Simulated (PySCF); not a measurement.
# CH₈Si₂: runs on many settings, part 1 of 2

Which settings matter for CH₈Si₂ (`[SiH3]C[SiH3]`)?

Computed with PySCF 2.14.0, with density-fitted response routines of our own, on a single molecule, in the gas phase or a continuum. Atoms are numbered from 0 throughout.

**1. The molecule as given**

11 atoms, charge 0, multiplicity 1; geometry from: GFN2-xTB.

Bonds of the start (Å): Si0–C1 1.90, C1–Si2 1.90, Si0–H3 1.47, Si0–H4 1.46, Si0–H5 1.46, C1–H6 1.09, C1–H7 1.09, Si2–H8 1.46, Si2–H9 1.46, Si2–H10 1.47.

**2. Indirect couplings: HCTH407/3-21G**

The job: settings as JSON, then the geometry in Å.

```
{"job": {"kind": "j", "xc": "HCTH407", "basis": "3-21G", "scf": {"aux": "def2-universal-jkfit"}}, "charge": 0, "multiplicity": 1}
Si     1.453870     0.730513     0.011574
C      0.226297    -0.710577    -0.129818
Si    -1.605147    -0.252036     0.069726
H      2.821880     0.230989    -0.164366
H      1.174814     1.723238    -1.027602
H      1.340585     1.353536     1.331814
H      0.482043    -1.461685     0.618861
H      0.364408    -1.194505    -1.097836
H     -1.993230     0.705237    -0.968221
H     -1.829100     0.335467     1.392496
H     -2.430995    -1.457507    -0.062593
```

Method: HCTH407/3-21G indirect spin-spin coupling, non-relativistic, gas phase.

Launch:

```
> OMP_NUM_THREADS=1 python probes_run.py task.json out
```

The driver reads the jobs from task.json and runs them one after another.

Standard output:

```text
final grid: 78040 points
cycle   1  E = -618.6327964381  dE = -5.460e-01  |g| = 3.734e-01  |ddm| = 2.703e+00
cycle   2  E = -618.5780291004  dE =  5.477e-02  |g| = 5.591e-01  |ddm| = 1.053e+00
cycle   3  E = -618.6708633222  dE = -9.283e-02  |g| = 4.235e-02  |ddm| = 7.377e-01
cycle   4  E = -618.6715405132  dE = -6.772e-04  |g| = 7.870e-03  |ddm| = 8.690e-02
cycle   5  E = -618.6715666274  dE = -2.611e-05  |g| = 1.622e-03  |ddm| = 1.453e-02
cycle   6  E = -618.6715676137  dE = -9.863e-07  |g| = 2.218e-04  |ddm| = 2.786e-03
cycle   7  E = -618.6715676373  dE = -2.358e-08  |g| = 4.339e-05  |ddm| = 5.513e-04
cycle   8  E = -618.6715676382  dE = -9.047e-10  |g| = 1.112e-05  |ddm| = 1.126e-04
converged SCF energy = -618.6715676382

Indirect spin-spin couplings (Hz)
  i      j    bonds     total        FC       PSO       DSO        SD
  0 Si   1 C    1    -37.700   -37.835     1.085    -0.077    -0.872
  0 Si   2 Si   2     -3.239    -3.143     0.006    -0.009    -0.093
  0 Si   3 H    1   -127.195  -127.283     0.600    -0.210    -0.303
  0 Si   4 H    1   -128.007  -128.090     0.615    -0.224    -0.308
  0 Si   5 H    1   -128.168  -128.252     0.615    -0.224    -0.308
  0 Si   6 H    2      6.963     6.845     0.106     0.114    -0.102
  0 Si   7 H    2      6.931     6.812     0.106     0.114    -0.101
  0 Si   8 H    3     -1.217    -1.242    -0.037     0.030     0.033
  0 Si   9 H    3     -1.218    -1.244    -0.037     0.030     0.033
  0 Si  10 H    3     -7.383    -7.550    -0.069     0.264    -0.028
  1 C    2 Si   1    -37.744   -37.880     1.084    -0.077    -0.872
  1 C    3 H    2     -2.501    -2.371     0.067    -0.196         -
  1 C    4 H    2     -1.274    -1.153     0.066    -0.187         -
  1 C    5 H    2     -1.279    -1.157     0.066    -0.188         -
  1 C    6 H    1     88.642    86.180     1.534     0.928         -
  1 C    7 H    1     88.869    86.411     1.531     0.928         -
  1 C    8 H    2     -1.296    -1.175     0.066    -0.187         -
  1 C    9 H    2     -1.275    -1.154     0.066    -0.187         -
  1 C   10 H    2     -2.509    -2.380     0.067    -0.196         -
  2 Si   3 H    3     -7.379    -7.546    -0.069     0.264    -0.028
  2 Si   4 H    3     -1.226    -1.251    -0.037     0.030     0.033
  2 Si   5 H    3     -1.210    -1.236    -0.037     0.030     0.033
  2 Si   6 H    2      6.948     6.830     0.106     0.114    -0.101
  2 Si   7 H    2      6.901     6.782     0.105     0.115    -0.101
  2 Si   8 H    1   -128.114  -128.198     0.614    -0.223    -0.307
  2 Si   9 H    1   -128.185  -128.268     0.613    -0.223    -0.307
  2 Si  10 H    1   -127.202  -127.290     0.599    -0.210    -0.302
  3 H    4 H    2     -7.382    -5.614     0.192    -1.959         -
  3 H    5 H    2     -7.318    -5.543     0.193    -1.967         -
  3 H    6 H    3      1.527     1.755     0.069    -0.298         -
  3 H    7 H    3      1.540     1.763     0.068    -0.291         -
  3 H    8 H    4     -1.203    -0.243     0.200    -1.160         -
  3 H    9 H    4     -1.203    -0.241     0.200    -1.161         -
  3 H   10 H    4      1.161     2.052     0.241    -1.132         -
  4 H    5 H    2     -7.696    -5.907     0.197    -1.986         -
  4 H    6 H    3      5.656     7.478     0.508    -2.329         -
  4 H    7 H    3      0.844     1.133     0.097    -0.385         -
  4 H    8 H    4      0.976     0.319    -0.145     0.802         -
  4 H    9 H    4     -0.416     0.001     0.083    -0.500         -
  4 H   10 H    4     -1.203    -0.243     0.200    -1.160         -
  5 H    6 H    3      0.868     1.155     0.095    -0.382         -
  5 H    7 H    3      5.644     7.466     0.507    -2.329         -
  5 H    8 H    4     -0.418     0.000     0.084    -0.502         -
  5 H    9 H    4      0.981     0.326    -0.144     0.800         -
  5 H   10 H    4     -1.205    -0.244     0.200    -1.161         -
  6 H    7 H    2    -14.014   -13.435     1.140    -1.720         -
  6 H    8 H    3      5.644     7.465     0.508    -2.328         -
  6 H    9 H    3      0.859     1.145     0.095    -0.381         -
  6 H   10 H    3      1.528     1.754     0.069    -0.295         -
  7 H    8 H    3      0.845     1.134     0.097    -0.386         -
  7 H    9 H    3      5.666     7.485     0.508    -2.327         -
  7 H   10 H    3      1.528     1.754     0.069    -0.295         -
  8 H    9 H    2     -7.660    -5.870     0.197    -1.987         -
  8 H   10 H    2     -7.342    -5.574     0.192    -1.960         -
  9 H   10 H    2     -7.327    -5.555     0.193    -1.964         -
```

It took 10 s on 1 thread, shared host.

The basis is not made for couplings: without tight functions at the nuclei these values are rough.

A choice of the couplings up to four bonds, sorted by the number of bonds, with means over like pairs; isotopes 13C, 1H, 29Si:

```tsv
pair	bonds	J (Hz)	Fermi contact (Hz)
Si0–H3	1	-127.8	-127.9
C1–H6	1	88.8	86.3
Si0–C1	1	-37.7	-37.9
H6–H7	2	-14.0	-13.4
H3–H4	2	-7.5	-5.7
Si0–H6	2	6.9	6.8
Si0–Si2	2	-3.2	-3.1
C1–H3	2	-1.7	-1.6
Si0–H8	3	-3.3	-3.3
H3–H6	3	2.7	3.5
```

The spin-dipole term was solved for some atoms only; pairs without it lack that part.

**3. Shielding tensors: PBE/cc-pVDZ**

The job, as its differences from that of step 2:

```diff
@@ -1,2 +1,2 @@
-{"job": {"kind": "j", "xc": "HCTH407", "basis": "3-21G", "scf": {"aux": "def2-universal-jkfit"}}, "charge": 0, "multiplicity": 1}
+{"job": {"kind": "nmr", "xc": "PBE", "basis": "cc-pVDZ", "pop": false, "scf": {"guess": "huckel", "conv": 1e-06}}, "charge": 0, "multiplicity": 1}
 Si     1.453870     0.730513     0.011574
```

Method: GIAO PBE/cc-pVDZ NMR shielding, non-relativistic, gas phase.

Standard output:

```text
final grid: 78040 points
cycle   1  E = -620.2872306150  dE =  8.683e-02  |g| = 2.002e+00  |ddm| = 9.686e+00
cycle   2  E = -617.3793546932  dE =  2.908e+00  |g| = 2.842e+00  |ddm| = 1.140e+01
cycle   3  E = -621.4046742664  dE = -4.025e+00  |g| = 5.141e-01  |ddm| = 8.301e+00
cycle   4  E = -621.4751214698  dE = -7.045e-02  |g| = 2.733e-01  |ddm| = 1.621e+00
cycle   5  E = -621.5013669757  dE = -2.625e-02  |g| = 6.518e-02  |ddm| = 9.565e-01
cycle   6  E = -621.5026789165  dE = -1.312e-03  |g| = 8.429e-03  |ddm| = 1.482e-01
cycle   7  E = -621.5027104326  dE = -3.152e-05  |g| = 1.550e-03  |ddm| = 2.157e-02
cycle   8  E = -621.5027114692  dE = -1.037e-06  |g| = 4.433e-04  |ddm| = 5.351e-03
cycle   9  E = -621.5027115387  dE = -6.954e-08  |g| = 5.058e-05  |ddm| = 1.002e-03
converged SCF energy = -621.5027115387

GIAO shielding tensors (ppm)
atom      isotropic    diamagn.    paramagn.     s11        s22        s33       span
  0 Si     470.665     882.780    -412.116    448.022    449.054    514.918     66.896
  1 C      207.811     239.672     -31.861    200.873    205.757    216.803     15.929
  2 Si     470.627     882.772    -412.145    447.990    449.091    514.799     66.809
  3 H       27.440      29.452      -2.012     23.954     25.175     33.191      9.237
  4 H       27.772      30.304      -2.532     24.511     25.989     32.817      8.307
  5 H       27.769      30.296      -2.527     24.510     25.982     32.815      8.305
  6 H       31.676      28.924       2.752     26.730     29.175     39.124     12.394
  7 H       31.673      28.915       2.758     26.720     29.168     39.131     12.410
  8 H       27.766      30.292      -2.526     24.507     25.981     32.809      8.303
  9 H       27.764      30.289      -2.525     24.505     25.980     32.806      8.301
 10 H       27.435      29.445      -2.009     23.949     25.172     33.184      9.235
```

It took 19 s on 1 thread, shared host.

The references, computed at this level on geometries of the same kind, shield at (ppm): ¹H TMS 31.64, ¹³C TMS 195.4, ²⁹Si TMS 401.3. Their shielding less the atom's gives the shift. The references are single molecules in the gas phase. Atoms listed in one row are averaged.

```tsv
atoms	environment	σ (ppm)	δ (ppm)
C1	sp3 CH2 bonded to 2 Si	207.8	-12.5
H3, H4, H5, H8, H9, H10	hydrogen on a silicon bonded to C	27.66	3.98
H6, H7	hydrogen on an sp3 CH2 bonded to 2 Si	31.67	-0.04
Si0, Si2	silicon bonded to C, 3 H	470.6	-69.4
```

**4. Shielding tensors: PBE0/pcSseg-1**

The job, as its differences from that of step 3:

```diff
@@ -1,2 +1,2 @@
-{"job": {"kind": "nmr", "xc": "PBE", "basis": "cc-pVDZ", "pop": false, "scf": {"guess": "huckel", "conv": 1e-06}}, "charge": 0, "multiplicity": 1}
+{"job": {"kind": "nmr", "xc": "PBE0", "basis": "pcSseg-1", "pop": true, "scf": {"max_cycle": 89}}, "charge": 2, "multiplicity": 1}
 Si     1.453870     0.730513     0.011574
```

With the program's defaults for keys left out, this is: GIAO PBE0/pcSseg-1 NMR shielding, non-relativistic, gas phase.

Standard output:

```text
final grid: 78040 points
cycle   1  E = -620.4389374476  dE =  9.162e-01  |g| = 4.085e-01  |ddm| = 2.753e+00
cycle   2  E = -620.1393284354  dE =  2.996e-01  |g| = 8.371e-01  |ddm| = 1.756e+00
cycle   3  E = -620.1681777695  dE = -2.885e-02  |g| = 5.843e-01  |ddm| = 1.381e+00
cycle   4  E = -620.4600120465  dE = -2.918e-01  |g| = 3.280e-01  |ddm| = 1.506e+00
cycle   5  E = -620.4869903914  dE = -2.698e-02  |g| = 2.087e-01  |ddm| = 4.346e-01
cycle   6  E = -620.4960243660  dE = -9.034e-03  |g| = 1.575e-01  |ddm| = 3.421e-01
cycle   7  E = -620.5096891419  dE = -1.366e-02  |g| = 6.056e-02  |ddm| = 3.453e-01
cycle   8  E = -620.5177423787  dE = -8.053e-03  |g| = 1.039e-01  |ddm| = 4.564e-01
cycle   9  E = -620.5190743792  dE = -1.332e-03  |g| = 1.099e-01  |ddm| = 1.609e-01
cycle  10  E = -620.5202222199  dE = -1.148e-03  |g| = 9.685e-02  |ddm| = 2.422e-02
cycle  11  E = -620.5213062142  dE = -1.084e-03  |g| = 8.514e-02  |ddm| = 4.177e-02
cycle  12  E = -620.5234194680  dE = -2.113e-03  |g| = 5.163e-02  |ddm| = 7.690e-02
cycle  13  E = -620.5244778502  dE = -1.058e-03  |g| = 1.561e-02  |ddm| = 6.564e-02
cycle  14  E = -620.5245822121  dE = -1.044e-04  |g| = 3.082e-03  |ddm| = 2.687e-02
cycle  15  E = -620.5245857295  dE = -3.517e-06  |g| = 1.798e-03  |ddm| = 4.092e-03
cycle  16  E = -620.5245870661  dE = -1.337e-06  |g| = 4.703e-04  |ddm| = 2.749e-03
cycle  17  E = -620.5245871561  dE = -8.998e-08  |g| = 2.049e-04  |ddm| = 6.663e-04
cycle  18  E = -620.5245871810  dE = -2.484e-08  |g| = 1.013e-04  |ddm| = 4.110e-04
cycle  19  E = -620.5245871852  dE = -4.250e-09  |g| = 5.113e-05  |ddm| = 2.092e-04
cycle  20  E = -620.5245871864  dE = -1.231e-09  |g| = 1.397e-05  |ddm| = 9.659e-05
cycle  21  E = -620.5245871866  dE = -1.326e-10  |g| = 6.856e-06  |ddm| = 3.333e-05
converged SCF energy = -620.5245871866

GIAO shielding tensors (ppm)
atom      isotropic    diamagn.    paramagn.     s11        s22        s33       span
  0 Si    7706.865     879.752    6827.112    289.422   4418.221  18412.950  18123.528
  1 C     3445.716     268.715    3177.001    103.844   4729.495   5503.808   5399.965
  2 Si    7694.804     879.739    6815.064    299.687   4818.916  17965.808  17666.122
  3 H       32.144      23.461       8.683      5.451     11.517     79.465     74.015
  4 H       66.515      25.376      41.139      2.542     21.989    175.013    172.472
  5 H       26.218      26.517      -0.299    -10.794     18.020     71.427     82.221
  6 H      108.385      29.635      78.751    -22.473     15.941    331.688    354.161
  7 H      103.251      29.610      73.641    -23.929     15.657    318.025    341.955
  8 H       27.411      26.514       0.896     -9.712     17.799     74.145     83.857
  9 H       64.702      25.370      39.332      1.877     22.028    170.201    168.324
 10 H       32.963      23.458       9.505      6.479     10.836     81.573     75.093
```

Wall time 34 s (1 thread, shared host).

The run ended normally, but its values are not to be used for the molecule: the charge was changed to 2, at the geometry of the original. Its HOMO lies at -20.70 eV, against -7.37 eV in step 3 (PBE/cc-pVDZ), a different level, so the two don't compare directly.

(Continued in part 2 of 2.)
